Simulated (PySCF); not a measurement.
Species: pyrimidine, C4H4N2.
Geometry (GFN2-xTB, Å), atoms numbered from 1 in this order:
```
atom  x, y, z in Å
C1    -1.130    0.131    0.086
C2    -0.270    1.216   -0.011
N3     1.041    1.067   -0.115
C4     1.497   -0.172   -0.121
N5     0.777   -1.275   -0.032
C6    -0.533   -1.122    0.071
H7    -2.197    0.254    0.169
H8    -0.633    2.237   -0.006
H9     2.569   -0.296   -0.207
H10   -1.114   -2.034    0.144
```

The closed-shell ground state was solved at several levels (PySCF, density fitting, gas phase, non-relativistic).

```csv
level,basis functions,total energy (Eh),HOMO (eV),LUMO (eV),gap (eV),dipole (D)
CAM-B3LYP/def2-SVPD,152,-264.0066,-8.90,-0.20,8.70,2.39
PBE0/pcSseg-1,122,-263.9819,-7.41,-1.26,6.15,2.36
```

(1) Estimate the row for B3LYP/pcJ-1, a basis of 202 functions; the other rows only guide the guess.

(2) Over all these levels, which gives the widest orbital gap and which the narrowest?

(3) How far do the dipole and the HOMO energy spread over the levels?

Answers

(1) Total energy -264.3297 Eh, HOMO -7.14 eV, LUMO -1.44 eV, gap 5.70 eV, dipole 2.35 D.

(2) CAM-B3LYP/def2-SVPD (range-separated hybrid) has the widest, 8.70 eV, and B3LYP/pcJ-1 (global hybrid, 20 % exact exchange) the narrowest, 5.70 eV. Functional and basis both differ between the two, so the spread mixes both effects.

(3) The dipole runs from 2.35 to 2.39 D (mean 2.36 D) and the HOMO from -8.90 to -7.14 eV.
